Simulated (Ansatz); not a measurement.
Two isomers of C6H6: A = `C#CC1C=C1C`, B = `C=C1C=CC1=C`.

Program: Ansatz. Geometries: PBE0-D4/def2-TZVP. ΔE: electronic, gas phase. CBS: MP2 limit from def2 TZ/QZ plus the TZ coupled-cluster correction, frozen cores. Functionals use def2-TZVPP. B3LYP here is the variant with VWN-RPA as its local correlation; programs differ in this.

A:

```xyz
12

C     1.605   -1.033   -2.071
C     0.657   -0.510   -1.547
C    -0.481    0.108   -0.913
C    -0.355    1.447   -0.240
C    -0.439    0.441    0.557
C    -0.442   -0.189    1.879
H     2.445   -1.491   -2.536
H    -1.435   -0.171   -1.363
H    -0.232    2.501   -0.425
H    -1.367   -0.751    2.033
H     0.383   -0.904    1.951
H    -0.339    0.550    2.674
```

B:

```xyz
12

C    -0.0276    1.4796    1.2685
C    -0.2429    0.6699    0.2419
C    -1.0794    0.6614   -0.9715
C    -0.6134   -0.5474   -1.3676
C     0.2747   -0.6720   -0.1981
C     1.1433   -1.5547    0.2732
H    -0.5462    2.4268    1.3583
H     0.6756    1.2155    2.0492
H    -1.7941    1.3613   -1.3838
H    -0.8126   -1.1857   -2.2182
H     1.3472   -2.4807   -0.2513
H     1.6753   -1.3739    1.1995
```

Task: Which is lower in electronic energy at CCSD(T)/CBS, and by how much? (Best estimate.)

Result: The calculation gave: B, by 141.3 kJ/mol.

Task: Give E(B) − E(A) in kJ/mol with ωB97M-V, HF/def2-TZVPP, CCSD(T)/def2-TZVPP, B2PLYP, B3LYP-D4, CCSD/def2-TZVPP, r2SCAN-D4. (Best estimate.)

Result: The calculation gave: ωB97M-V -135.2, HF/def2-TZVPP -138.3, CCSD(T)/def2-TZVPP -141.1, B2PLYP -136.9, B3LYP-D4 -146.9, CCSD/def2-TZVPP -136.8, r2SCAN-D4 -147.4. None reverses the order clearly.

Largest T1 diagnostic: 0.013.

The D4 term adds −4.2 kJ/mol with B3LYP and −2.0 kJ/mol with PBE0; it sums over pairs of atoms, weighted by their polarisabilities, and B3LYP, whose exchange is more repulsive, gets the larger term.
